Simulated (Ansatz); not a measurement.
Mulliken charges of `C[CH]CF` radical from r2SCAN/def2-TZVPP in Ansatz (PBE0-D4/def2-TZVP geometry).

```
atom   x (Å)   y (Å)   z (Å)  charge (e)
  C1  -0.917   0.893   0.090      -0.109
  C2   0.440   0.387  -0.213      -0.165
  C3   0.782  -1.032  -0.001       0.189
  F4  -0.130  -1.871  -0.643      -0.253
  H5  -1.685   0.201  -0.264       0.070
  H6  -1.071   1.002   1.175       0.050
  H7  -1.095   1.870  -0.359       0.052
  H8   1.237   1.076  -0.464       0.089
  H9   0.744  -1.307   1.064       0.033
 H10   1.778  -1.270  -0.384       0.044
```

Problem. By hand: the dipole of these point charges (1 e Å = 4.8032 D).

Solution. Σ q r = (0.192, 0.275, 0.186) e Å, of length 0.384 e Å = 1.84 D.

Problem. How does the dipole of the full density compare? (Best estimate.)

Solution. Computed: (0.172, 0.284, 0.186) e Å, 1.83 D; the point charges give 1.01 times that, at 3° from its direction.

Point charges leave out the atoms' own dipoles, such as those of lone pairs, and Mulliken's split depends on the basis, so the close match here is no proof of good charges.
